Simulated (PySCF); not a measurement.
Computed spectra and the visible range. Vertical TDDFT excitations of isolated species (PySCF; the level stands beside each; core orbitals frozen in the response), one conformer each, no solvent.

1. `C=CC[C@H](F)C(=O)Cl`
2. `O=CN[SiH]1CC1`
3. `CO[C@@H]1C=C(F)[C@@H]1Cl`
4. `[SiH2](N)C(C=O)=C`
5. `FC(F)=C=S`
6. `C#C[P@@](C)(=O)C(C)=O`
7. `CO[C@@H](F)CC(F)(F)F`
8. `C=CC=S`

Question: For which of them does the calculation put a singlet between 380 and 750 nm?

Answer: 8.

1. (B3LYP/def2-SVPD on a GFN2-xTB geometry) 258 nm (f 0.005); 232 nm (f 0.004); 203 nm (f 0.001); 187 nm (f 0.016); 176 nm (f 0.070).
2. (B3LYP/def2-SVPD on a GFN2-xTB geometry) 231 nm (f 0.025); 215 nm (f 0.014); 209 nm (f 0.001); 198 nm (f 0.011); 193 nm (f 0.101).
3. (B3LYP/def2-SVPD on a GFN2-xTB geometry) 217 nm (f 0.002); 192 nm (f 0.005); 183 nm (f 0.047); 181 nm (f 0.056); 180 nm (f 0.029).
4. (CAM-B3LYP/def2-SVPD on a GFN2-xTB geometry) 325 nm (f 0.001); 227 nm (f 0.002); 203 nm (f 0.011); 198 nm (f 0.278); 192 nm (f 0.052).
5. (CAM-B3LYP/def2-SVPD on a GFN2-xTB geometry) 916 nm (f 0.000); 246 nm (f 0.000); 213 nm (f 0.000); 211 nm (f 0.008); 187 nm (f 0.014). No computed singlet lies between 380 and 750 nm, and the lowest lies beyond, at 916 nm.
6. (PBE0/def2-SVPD on a GFN2-xTB geometry) 349 nm (f 0.003); 237 nm (f 0.005); 225 nm (f 0.005); 220 nm (f 0.002); 211 nm (f 0.002). No computed singlet lies in the visible range (380 to 750 nm); the lowest, at 349 nm, stands 0.29 eV above its violet end (3.26 eV); a Tamm–Dancoff triplet lies at 418 nm, without intensity as long as spin–orbit coupling is left out.
7. (PBE0/def2-SVPD on a GFN2-xTB geometry) 152 nm (f 0.015); 140 nm (f 0.014); 137 nm (f 0.023); 135 nm (f 0.035); 135 nm (f 0.002).
8. (PBE0/def2-SVPD on a GFN2-xTB geometry) 594 nm (f 0.000); 252 nm (f 0.521); 216 nm (f 0.001); 200 nm (f 0.006); 197 nm (f 0.038). S1 lies in the visible range (380 to 750 nm), at 594 nm, dark in the vertical dipole picture (f under 0.0005); light of that wavelength is yellow to orange, and its complementary colour is blue to green-blue; a Tamm–Dancoff triplet lies at 517 nm, without intensity as long as spin–orbit coupling is left out.
